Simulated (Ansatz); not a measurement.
# One shape, several levels: triplet Si3H8

We compute a comparison of 6 runs (UHF/STO-3G, UHF/3-21G, UPBE-QIDH/6-31G*, UPBE0/6-31G*, USVWN5/6-31G*, UCCSD(T)/6-31G*) of triplet Si3H8. 

The results are computed with Ansatz 0.2.0.

34 further runs of the same task are left out: 34 set aside as unsound or not needed.

## Step 1: The structure to begin with

Si3H8 has 11 atoms, charge 0, and is taken as a triplet. As SMILES of the parent species, `[SiH3][SiH2][SiH3]`. Geometry: relaxed at PBE0-D4/def2-TZVP. That shape belongs to the parent species and isn't relaxed for this state.

Bond lengths: Si1–Si2 2.338 Å, Si2–Si3 2.338 Å, Si1–H4 1.488 Å, Si1–H5 1.488 Å, Si1–H6 1.488 Å, Si2–H7 1.490 Å, Si2–H8 1.490 Å, Si3–H9 1.488 Å, Si3–H10 1.488 Å, Si3–H11 1.488 Å. Some angles: Si1–Si2–Si3 110.4°, Si1–Si2–H7 109.6°, Si1–Si2–H8 109.6°, Si3–Si2–H7 109.6°, Si3–Si2–H8 109.6°, Si2–Si1–H4 111.2°, Si2–Si1–H5 109.8°, Si2–Si1–H6 109.8°, Si2–Si3–H9 109.8°, Si2–Si3–H10 109.8°.

## Step 2: The energy at UHF/STO-3G (run 1)

Contents of input.yaml:

```yaml
crystal:
  periodic: [false, false, false]
  atoms:
    - {symbol: Si, position_ang: [-1.292570, 1.366730, -0.525270]}
    - {symbol: Si, position_ang: [-0.462570, -0.807300, -0.296320]}
    - {symbol: Si, position_ang: [1.631930, -0.774400, 0.742750]}
    - {symbol: H, position_ang: [-2.625850, 1.367720, -1.185120]}
    - {symbol: H, position_ang: [-0.354030, 2.180440, -1.344070]}
    - {symbol: H, position_ang: [-1.422540, 2.000090, 0.814640]}
    - {symbol: H, position_ang: [-0.343400, -1.440160, -1.640160]}
    - {symbol: H, position_ang: [-1.410380, -1.620800, 0.516390]}
    - {symbol: H, position_ang: [1.515950, -0.154940, 2.090430]}
    - {symbol: H, position_ang: [2.583820, 0.031780, -0.068050]}
    - {symbol: H, position_ang: [2.179610, -2.149160, 0.894770]}
basis:
  gaussian:
    orbitals: STO-3G
magnetization:
  spin_polarized: true
  initial_magnetization: 2
hamiltonian:
  xc: hf
accuracy: high
output:
  orbitals: {seedname: orbitals}
```

Run with:

```console
$ ansatz run input.yaml --threads 1 --pin off --max-ram 3480MiB --events-out events.jsonl --progress --plain --runs-dir runs
```

What it wrote:

```text
Warning: RAYON_NUM_THREADS=1 ignored (pool sized by the plan → 1); use --threads N
Functional definition: HF
  name "HF"
  exchange = exact_x
  correlation = 0
685 factors; integrals over basis functions are off by at most 2.6e-9 eV
mean field evaluation 1: about -23430.7170 eV, gradient 9.5e0 eV
mean field evaluation 2: about -23430.7894 eV, gradient 9.4e0 eV
mean field evaluation 4: about -23432.3367 eV, gradient 1.6e0 eV
mean field evaluation 8: about -23432.4309 eV, gradient 2.6e-2 eV
mean field evaluation 16: about -23432.7791 eV, gradient 1.3e0 eV
mean field evaluation 32: about -23432.8663 eV, gradient 6.8e-2 eV
mean field -23432.86651400 eV, -861.1419610219 hartree, gradient 1.3e-8 eV, S^2 2.004634; 1 other end points of the search recorded, 0 dependent functions left out
reference -23432.86651400 eV, -861.1419610219 hartree; 26, 24 occupied and 9, 11 virtual orbitals, 685 factors
Total energy: -23432.86651400 eV, -861.1419610219 hartree
```

It took 0.46 s on 1 thread of AMD EPYC 9R45 (Zen 5), shared host.

## Step 3: The energy at UHF/3-21G (run 2)

Contents of in.yaml:

```yaml
crystal:
  periodic: [false, false, false]
  atoms:
    - {symbol: Si, position_ang: [-1.292570, 1.366730, -0.525270]}
    - {symbol: Si, position_ang: [-0.462570, -0.807300, -0.296320]}
    - {symbol: Si, position_ang: [1.631930, -0.774400, 0.742750]}
    - {symbol: H, position_ang: [-2.625850, 1.367720, -1.185120]}
    - {symbol: H, position_ang: [-0.354030, 2.180440, -1.344070]}
    - {symbol: H, position_ang: [-1.422540, 2.000090, 0.814640]}
    - {symbol: H, position_ang: [-0.343400, -1.440160, -1.640160]}
    - {symbol: H, position_ang: [-1.410380, -1.620800, 0.516390]}
    - {symbol: H, position_ang: [1.515950, -0.154940, 2.090430]}
    - {symbol: H, position_ang: [2.583820, 0.031780, -0.068050]}
    - {symbol: H, position_ang: [2.179610, -2.149160, 0.894770]}
basis:
  gaussian: {orbitals: 3-21G.json}
magnetization: {spin_polarized: true, initial_magnetization: 2}
hamiltonian: {xc: hf}
accuracy: high
output: {orbitals: {seedname: orbitals}}
```

The basis set 3-21G is read from a file made from the Basis Set Exchange's data (not shown).

Run with:

```console
$ ansatz run in.yaml --threads 1 --pin off --max-ram 3480MiB --events-out events.jsonl --progress --plain --runs-dir runs
```

What it wrote, cut to the lines that bear on the results:

```text
Warning: RAYON_NUM_THREADS=1 ignored (pool sized by the plan → 1); use --threads N
Functional definition: HF
  name "HF"
[...]
1298 factors; integrals over basis functions are off by at most 6.4e-9 eV
[...]
mean field -23579.78191575 eV, -866.5410024536 hartree, gradient 3.5e-8 eV, S^2 2.014260; 5 other end points of the search recorded, 0 dependent functions left out
reference -23579.78191575 eV, -866.5410024536 hartree; 26, 24 occupied and 29, 31 virtual orbitals, 1298 factors
Total energy: -23579.78191575 eV, -866.5410024536 hartree
```

Wall time 2.5 s (1 thread of AMD EPYC 9R45 (Zen 5), shared host); peak memory 0.18 GiB.

Runs 3 to 5 aren't shown in full; the table further down has their settings and results.

## Step 4: A single-point energy at UCCSD(T)/6-31G(d) (spherical functions) (run 6)

input.yaml, as its differences from that of step 2:

```diff
@@ -16,3 +16,3 @@
   gaussian:
-    orbitals: STO-3G
+    orbitals: 6-31G_st_-spherical.json
 magnetization:
@@ -20,6 +20,7 @@
   initial_magnetization: 2
-hamiltonian:
-  xc: hf
+correlation:
+  method: ccsd_t
+  frozen_orbitals: {H: 0, Si: 5}
 accuracy: high
-output:
-  orbitals: {seedname: orbitals}
+scf:
+  omitted_lower_state_checks: [cluster_reference, increment]
```

The basis set 6-31G* is read from a file made from the Basis Set Exchange's data (not shown).

Run with:

```console
$ ansatz run input.yaml --threads 1 --pin off --max-ram 3480MiB --events-out events.jsonl --progress --plain --runs-dir runs
```

What it wrote:

```text
Warning: RAYON_NUM_THREADS=1 ignored (pool sized by the plan → 1); use --threads N
[... 15 lines left out ...]
15 core orbitals not correlated: weight in the atoms' cores, before any rotation towards them, 1.000 or more for the frozen orbitals, at most 0.000 for the correlated occupied ones
[... 41 lines left out ...]
Total energy: -23713.31539339 eV, -871.4482672448 hartree
Checks for a lower state left out: cluster_reference, increment
```

Wall time 15 s (1 thread of AMD EPYC 9R45 (Zen 5), shared host); peak memory 0.43 GiB.

## Step 5: Overview of the runs

| run | level | frozen core orbitals | energy (Eh) | HOMO energy (eV) | ⟨S²⟩ | wall time |
| --- | --- | --- | --- | --- | --- | --- |
| 1 | UHF/STO-3G | – | -861.141961 | 0.52 | 2.005 | 0.46 s |
| 2 | UHF/3-21G | – | -866.541002 | -3.31 | 2.014 | 2.5 s |
| 3 | UPBE-QIDH/6-31G* (spherical functions) | 15 | -872.284177 | -2.94 | 2.008 | 17 s |
| 4 | UPBE0/6-31G* (spherical functions) | – | -872.609858 | -2.02 | 2.005 | 10 s |
| 5 | USVWN5/6-31G* (spherical functions) | – | -869.429284 | -1.43 | 2.002 | 5.4 s |
| 6 | UCCSD(T)/6-31G* (spherical functions) | 15 | -871.448267 | – | 2.013 | 15 s |

## Step 6: Results

| quantity | value |
| --- | --- |
| run 6: total energy | -871.44827 Eh |
| run 6: correlation energy (15 core orbitals frozen) | -311.7 mEh |
| run 6: (T) correction | -9.98 mEh |
| run 6: ⟨S²⟩ of the reference determinant | 2.013 |
| run 6: T1 diagnostic | 0.026 |

In words: Totals of different functionals can't be ranked against each other. In run 1 the basis is minimal, so the values are rough. All runs together took 51 s, the longest 17 s.
